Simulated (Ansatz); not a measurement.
This geometry of BH6NO (9 atoms, charge 0, multiplicity 1) is a first-order saddle point.

These are results of RKS B3LYP/def2-SVP (Ansatz 0.2.0), not measurements.

```xyz
9
Properties=species:S:1:pos:R:3
B 0.167 0.337 0.195
O -0.284 -0.201 1.655
H -1.165 -0.600 1.630
H 1.292 -0.041 -0.044
H -0.699 0.073 -0.621
N 0.082 1.819 0.708
H 0.963 2.320 0.817
H -0.595 2.428 0.253
H -0.321 0.970 1.709
```

Q: Which two structures does it join? (They come from a converged band through this point; their orientation in space is the band's.)

A: Bonds broken: B1–O2, N6–H9. Bonds formed: O2–H9. BH6NO becomes BH4N + H2O.

First end point:

```xyz
9
Properties=species:S:1:pos:R:3
B 0.058 0.130 0.377
O -0.503 -0.522 1.514
H -1.424 -0.757 1.367
H 1.248 -0.116 0.201
H -0.621 0.153 -0.650
N 0.148 1.794 0.797
H 0.633 2.333 0.075
H -0.774 2.210 0.949
H 0.674 1.879 1.671
```

Last end point:

```xyz
9
Properties=species:S:1:pos:R:3
B 0.281 0.639 -0.297
O -0.417 -0.384 2.424
H -1.244 -0.679 2.018
H 1.352 0.092 -0.337
H -0.714 0.135 -0.760
N 0.182 1.911 0.276
H 0.985 2.418 0.633
H -0.671 2.459 0.273
H -0.313 0.513 2.072
```

Q: How far does it lie above each of them?

A: 0.96 eV above the first and 0.48 eV above the second. This is the barrier of this one path; another mechanism may lie lower. The orbitals stay closed-shell, which can raise the energy where a bond breaks towards radicals; this wasn't checked here.

The run took 2.7 min on 1 thread of Arm Neoverse V1, with other jobs on the host, peak memory 0.13 GiB.
